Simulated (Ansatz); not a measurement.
We consider 1T (CdI2-type) ZrSe2, described by PBE0-D4 (PAW; Ansatz, a quantum-chemistry and plane-wave program).

Run with plane-wave cutoff 520 eV, 6×6×4 k mesh (along the axes of the cell as run), finite displacements, scalar-relativistic PAW data made under PBE.

Computed at the level's own relaxed cell.

```
ZrSe2
1.0
    3.75851     0.00000     0.00000
   -1.87926     3.25497     0.00000
    0.00000     0.00000     6.11824
Zr Se
1 2
Cartesian
  0.00000   0.00000   0.00000
  0.00000   2.16998   1.56785
  1.87926   1.08499   4.55038
```

Harmonic phonon frequencies (cm⁻¹; i marks an imaginary mode; at Γ without the LO shift):

```csv
q point,frequencies
Γ,0 0 0 105 105 151 151 201 264
M,67 91 110 137 147 173 178 197 269
A,26 26 48 109 109 149 149 195 278
```

No imaginary mode appears at these points.

Note: the dispersion coefficients are held fixed in the derivatives.
